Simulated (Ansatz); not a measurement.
**How far each method lies from RCCSDT(Q) for C2H4O2, singlet**

Geometry: MP2(full)/6-31G*, from the G2/97 set.

```yaml
atoms:
  - { symbol: C, position_ang: [-0.8795, -0.0633, 0.0000] }
  - { symbol: O, position_ang: [-0.6593, -1.2576, 0.0000] }
  - { symbol: O, position_ang: [0.0517, 0.9074, 0.0000] }
  - { symbol: H, position_ang: [-1.8767, 0.3952, 0.0000] }
  - { symbol: C, position_ang: [1.4086, 0.4179, 0.0000] }
  - { symbol: H, position_ang: [2.0318, 1.3088, 0.0000] }
  - { symbol: H, position_ang: [1.5928, -0.1856, 0.8894] }
  - { symbol: H, position_ang: [1.5928, -0.1856, -0.8894] }
```

Basis 6-31G; Ansatz 0.2.0. Correlated methods freeze the noble-gas cores, which leaves 24 electrons in 40 orbitals. R marks a restricted (for open shells ROHF) determinant. Active spaces: frontier = (8e, 8o) about the gap.

Full CI isn't at hand for all of this; RCCSDT(Q) serves as the reference, and is uncertain by about the last step of the cluster series.

```
UHF ⟨S²⟩                          : 0.000
T1 diagnostic (RCCSD)             : 0.0166
largest doubles amplitude (RCCSD) : 0.069
```

```json
{"level": "RHF", "E − E(RCCSDT(Q)) (kJ/mol)": "1214.6", "share of correlation (%)": "0.00", "wall time": "–"}
{"level": "RMP2", "E − E(RCCSDT(Q)) (kJ/mol)": "86.4", "share of correlation (%)": "92.89", "wall time": "–"}
{"level": "CISD", "E − E(RCCSDT(Q)) (kJ/mol)": "182.9", "share of correlation (%)": "84.94", "wall time": "3.7 s"}
{"level": "RCCSD", "E − E(RCCSDT(Q)) (kJ/mol)": "39.8", "share of correlation (%)": "96.73", "wall time": "–"}
{"level": "RCCSD(T)", "E − E(RCCSDT(Q)) (kJ/mol)": "5.7", "share of correlation (%)": "99.53", "wall time": "0.79 s"}
{"level": "BCCD(T)", "E − E(RCCSDT(Q)) (kJ/mol)": "5.2", "share of correlation (%)": "99.57", "wall time": "1.5 s"}
{"level": "RCCSDT", "E − E(RCCSDT(Q)) (kJ/mol)": "4.4", "share of correlation (%)": "99.63", "wall time": "–"}
{"level": "CASSCF (frontier space)", "E − E(RCCSDT(Q)) (kJ/mol)": "843.2", "share of correlation (%)": "30.57", "wall time": "–"}
{"level": "NEVPT2 (frontier space)", "E − E(RCCSDT(Q)) (kJ/mol)": "127.5", "share of correlation (%)": "89.50", "wall time": "15 s"}
```

The correlation energy at RCCSDT(Q), counted from RHF, is -12.589 eV. That run took 29 s on 1 thread of AMD EPYC 7R13, shared host.

Times hold each run's SCF and search for its determinant on a shared host, so for small cases they say little of a method's own cost; they ran on 1 thread of AMD EPYC 7R13.

Atomization energy (electronic, same basis, no zero-point term; atoms at the same level, unrestricted beside the R rows where the molecule is a closed shell, with restricted open-shell steps beyond CCSDT(Q)) at RCCSDT(Q): 2709.5 kJ/mol. Errors of other levels:

```
   level  error (kJ/mol)
     RHF          -711.9
    RMP2            32.3
    CISD          -172.7
   RCCSD           -35.0
RCCSD(T)            -4.5
 BCCD(T)            -3.7
  RCCSDT            -4.3
```

This basis is far from its limit, so the value isn't to be set against a measured one. Truncated CI isn't size-consistent, which counts against it in atomization.
